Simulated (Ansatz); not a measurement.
Cost and result for the atomization energy of C$_{2}$H$_{4}$FNO, SMILES `C/N=C(/O)F` (9 atoms, 8 bonds).

Z-matrix (Å, degrees):
```
C
N 1 1.441
H 1 1.094 2 114.1
H 1 1.093 2 109.1 3 -121.7
H 1 1.093 2 109.1 3 121.7
C 2 1.244 1 121.0 3 -0.0
F 6 1.328 2 126.3 1 -0.0
O 6 1.328 2 125.4 1 -180.0
H 8 0.965 6 106.2 2 -0.0
```

Charge 0, multiplicity 1. All single points use the PBE0-D4/def2-TZVP geometry. It is one conformer, not always the lowest. Program: Ansatz. All runs use 4 threads of a server CPU on a shared host. Times are those of one run each, without the atoms' runs, and a repeat can differ threefold. Electronic energies, without spin–orbit coupling; frozen cores. CCSD(T)/CBS adds CCSD(T) − MP2 in def2-TZVPP to the MP2 limit, and its time is that of the two runs behind it. T1 = 0.012. B3LYP takes the VWN-RPA correlation (the form of Gaussian; ORCA's B3LYP/G).

CCSD(T)/CBS is a level of theory with its own doubt, some kJ/mol a heavy atom from the limit and from the frozen cores, so smaller differences don't rank the functionals.

```json
{"level": "LDA (SPW92)/def2-TZVPP", "functions": "211", "wall time": "0.85 s", "atomization (kcal/mol)": "1024.2", "difference from CCSD(T)/CBS": "164.9", "per bond": "20.6"}
{"level": "BLYP-D4/def2-TZVPP", "functions": "211", "wall time": "1.3 s", "atomization (kcal/mol)": "871.2", "difference from CCSD(T)/CBS": "11.9", "per bond": "1.5"}
{"level": "revPBE-D4/def2-TZVPP", "functions": "211", "wall time": "1.4 s", "atomization (kcal/mol)": "868.5", "difference from CCSD(T)/CBS": "9.2", "per bond": "1.1"}
{"level": "BHLYP-D4/def2-TZVPP", "functions": "211", "wall time": "1.9 s", "atomization (kcal/mol)": "820.8", "difference from CCSD(T)/CBS": "-38.5", "per bond": "-4.8"}
{"level": "B3LYP-D4/def2-TZVPP (with forces)", "functions": "211", "wall time": "2.6 s", "atomization (kcal/mol)": "862.6", "difference from CCSD(T)/CBS": "3.3", "per bond": "0.4"}
{"level": "CCSD(T)/def2-SVP", "functions": "90", "wall time": "3.3 s", "atomization (kcal/mol)": "813.5", "difference from CCSD(T)/CBS": "-45.8", "per bond": "-5.7"}
{"level": "r2SCANh-D4/def2-TZVPP", "functions": "211", "wall time": "3.5 s", "atomization (kcal/mol)": "855.0", "difference from CCSD(T)/CBS": "-4.3", "per bond": "-0.5"}
{"level": "ωB97X-V/def2-TZVPP", "functions": "211", "wall time": "5 s", "atomization (kcal/mol)": "864.4", "difference from CCSD(T)/CBS": "5.1", "per bond": "0.6"}
{"level": "B97M-V/def2-TZVPP", "functions": "211", "wall time": "6 s", "atomization (kcal/mol)": "861.6", "difference from CCSD(T)/CBS": "2.3", "per bond": "0.3"}
{"level": "ωB97M-V/def2-TZVPP (with forces)", "functions": "211", "wall time": "6.5 s", "atomization (kcal/mol)": "865.6", "difference from CCSD(T)/CBS": "6.3", "per bond": "0.8"}
{"level": "MP2/def2-QZVPP", "functions": "405", "wall time": "14 s", "atomization (kcal/mol)": "874.0", "difference from CCSD(T)/CBS": "14.7", "per bond": "1.8"}
{"level": "CCSD(T)/def2-TZVPP", "functions": "211", "wall time": "81 s", "atomization (kcal/mol)": "833.9", "difference from CCSD(T)/CBS": "-25.4", "per bond": "-3.2"}
{"level": "CCSD(T)/CBS(def2)", "functions": "–", "wall time": "94 s", "atomization (kcal/mol)": "859.3", "difference from CCSD(T)/CBS": "0.0", "per bond": "0.0"}
```

In def2-TZVPP, CCSD(T) changes the Hartree–Fock value by +254.3 kcal/mol (the triples alone add +17.5 kcal/mol) and MP2 by +279.4 kcal/mol; breaking electron pairs costs correlation energy, which Hartree–Fock lacks. From PBE to PBE0 (25 % exact exchange), in def2-TZVPP and without D4, the atomization energy moves by −29.8 kcal/mol: exact exchange takes away binding that semilocal exchange gives to molecules. The D4 term adds +4.9 kcal/mol with B3LYP and +2.6 kcal/mol with PBE0; it sums over pairs of atoms, weighted by their polarisabilities, and B3LYP, whose exchange is more repulsive, gets the larger term.
